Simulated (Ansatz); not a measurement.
# C₃H₁₀N₂: small, medium and large basis sets

One table from this session's results is given with a row withheld; the runs are named, their logs left out.

Method: one geometry, several basis sets; program: Ansatz 0.2.0, Gaussian basis.

Levels to be run: PBE0-D4/def2-SVP; ωB97M-V/def2-SVP; PBE0-D4/def2-QZVPP; ωB97M-V/def2-QZVPP; the functionals' def2-TZVPP values are taken from earlier runs.

**The geometry**

All runs share one geometry, relaxed beforehand with PBE0-D4 in a triple-zeta def2 set.

SMILES `CC(N)CN`, 15 atoms, charge 0, spin multiplicity 1.

Atoms are counted from 1 here; the program's logs count them from 0.

Bond lengths: C1–C2 1.516 Å, C1–H6 1.093 Å, C1–H7 1.093 Å, C1–H8 1.094 Å, C2–N3 1.459 Å, C2–C4 1.532 Å, C2–H9 1.103 Å, N3–H10 1.013 Å, N3–H11 1.012 Å, C4–N5 1.449 Å, C4–H12 1.097 Å, C4–H13 1.094 Å, N5–H14 1.012 Å, N5–H15 1.015 Å. Angles: C2–C1–H6 110.9°, C2–C1–H7 110.7°, C2–C1–H8 111.0°, H6–C1–H7 108.7°, H6–C1–H8 107.7°, H7–C1–H8 107.7°, C1–C2–N3 109.2°, C1–C2–C4 112.4°, C1–C2–H9 107.9°, N3–C2–C4 108.2°, N3–C2–H9 112.4°, C4–C2–H9 106.8°, C2–N3–H10 110.7°, C2–N3–H11 111.0°, H10–N3–H11 107.2°, C2–C4–N5 116.1°, C2–C4–H12 107.9°, C2–C4–H13 109.1° and more.

The first run:

in.yaml

```yaml
crystal:
  periodic: [false, false, false]
  atoms:
    - {symbol: C, position_ang: [-1.434492, 0.388144, 0.149427]}
    - {symbol: C, position_ang: [-0.279758, -0.381079, -0.461811]}
    - {symbol: N, position_ang: [0.033172, -1.527593, 0.384539]}
    - {symbol: C, position_ang: [0.984700, 0.472621, -0.597415]}
    - {symbol: N, position_ang: [1.537282, 0.993681, 0.636477]}
    - {symbol: H, position_ang: [-1.670882, 1.273979, -0.444883]}
    - {symbol: H, position_ang: [-1.193253, 0.702714, 1.167533]}
    - {symbol: H, position_ang: [-2.335671, -0.229375, 0.197901]}
    - {symbol: H, position_ang: [-0.573228, -0.680545, -1.482432]}
    - {symbol: H, position_ang: [0.679904, -2.151562, -0.083170]}
    - {symbol: H, position_ang: [-0.800272, -2.062623, 0.593015]}
    - {symbol: H, position_ang: [1.754090, -0.138059, -1.086695]}
    - {symbol: H, position_ang: [0.782589, 1.306315, -1.276802]}
    - {symbol: H, position_ang: [0.951034, 1.731462, 1.005545]}
    - {symbol: H, position_ang: [1.543086, 0.251217, 1.327969]}
basis:
  gaussian: {orbitals: def2-SVP}
hamiltonian: {xc: pbe0, dispersion: d4}
output: {orbitals: {seedname: orbitals}}
```

Run with:

```sh
$ ansatz run in.yaml --threads 4 --pin off --events-out ev --progress --plain --max-ram 10444MiB
```

Among the steps run: PBE0-D4 in def2-SVP; ωB97M-V in def2-SVP; PBE0-D4 in def2-QZVPP; ωB97M-V in def2-QZVPP.

One of the session's tables, all rows but one given; the rest of the session is left out.

It belongs to the step «Density functionals: the series». 

```
functional       basis  HOMO (eV)  LUMO (eV)
   PBE0-D4    def2-SVP      -6.32       1.53
   PBE0-D4  def2-TZVPP      -6.60       0.85
   PBE0-D4  def2-QZVPP      -6.65       0.49
   ωB97M-V    def2-SVP      -8.72       3.16
   ωB97M-V  def2-TZVPP      -9.01       2.25
   ωB97M-V  def2-QZVPP          ?          ?
```

**Question.** Estimate the row for ωB97M-V, def2-QZVPP.

**Answer.** HOMO (eV): -9.06; LUMO (eV): 1.68. In the column «HOMO (eV)» it is the lowest.
